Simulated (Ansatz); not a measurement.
**AlNH2 (triplet): RPA-PBE over vertical spin and charge gaps, cc-pVDZ**

Aim: run AlNH2 (triplet) with these functionals over vertical spin and charge gaps, and hold them against the top wave-function level at the same points.

Method: cc-pVDZ, all electrons in the functionals, frozen cores in the correlation of double hybrids and RPA; program: Ansatz 0.2.0, Gaussian basis.

The runs, in order: RPA-PBE, at charge 0, triplet; charge 0, singlet; charge 0, quintet; charge 1, doublet; charge 1, quartet.

15 further runs of the same task are left out: 12 for a known fault of the program, 3 set aside as unsound or not needed.

### Step 1. The system

The geometry is a PBE0/def2-TZVP stationary point (not a proven minimum).

4 atoms, charge 0, spin multiplicity 3.

Atoms are counted from 1 here; the program's logs count them from 0.

Bond lengths: Al1–N2 1.771 Å, N2–H3 1.007 Å, N2–H4 1.007 Å. Angles: Al1–N2–H3 124.1°, Al1–N2–H4 124.1°, H3–N2–H4 111.7°.

No dispersion term is added.

The geometry shown and the zero of energy belong to the point charge 0, triplet. The yardstick, RCCSDTQ, and other wave-function levels (R restricted, U unrestricted, valence and pair active spaces) come from earlier runs.

### Step 2. RPA-PBE, charge 0, triplet

in.yaml reads:

```yaml
crystal:
  periodic: [false, false, false]
  atoms:
    - {symbol: Al, position_ang: [0.000000, 0.000000, 0.686473]}
    - {symbol: N, position_ang: [0.000000, 0.000000, -1.084932]}
    - {symbol: H, position_ang: [0.000000, 0.833405, -1.649784]}
    - {symbol: H, position_ang: [0.000000, -0.833405, -1.649784]}
basis:
  gaussian: {orbitals: cc-pVDZ}
magnetization: {spin_polarized: true, initial_magnetization: 2}
hamiltonian: {xc: {name: PBE}}
correlation: {method: rpa, electrons: outside_noble_gas}
```

The run is started by

```
> ansatz run in.yaml --threads 1 --pin off --events-out ev --progress --plain --max-ram 4096MiB --backend cpu
```

After this run come: RPA-PBE, charge 0, singlet; RPA-PBE, charge 0, quintet; RPA-PBE, charge 1, doublet; RPA-PBE, charge 1, quartet.

Q: Predict the results of all the runs planned. Wanted: triplet to singlet, RCCSDTQ; triplet to quintet, RCCSDTQ; ionisation to the doublet cation, RCCSDTQ; ionisation to the quartet cation, RCCSDTQ; largest miss, RPA-PBE.

The runs gave:

| quantity | value |
| --- | --- |
| triplet to singlet, RCCSDTQ | -56.4 kcal/mol |
| triplet to quintet, RCCSDTQ | 100.3 kcal/mol |
| ionisation to the doublet cation, RCCSDTQ | 133.1 kcal/mol |
| ionisation to the quartet cation, RCCSDTQ | 222.4 kcal/mol |
| largest miss, RPA-PBE | +3.3 kcal/mol (ionisation to the doublet cation) |

**Reading.** RPA-PBE strays by up to 3.3 kcal/mol, at ionisation to the doublet cation. Functionals and the yardstick converge differently with the basis, so part of each miss in cc-pVDZ is the basis.
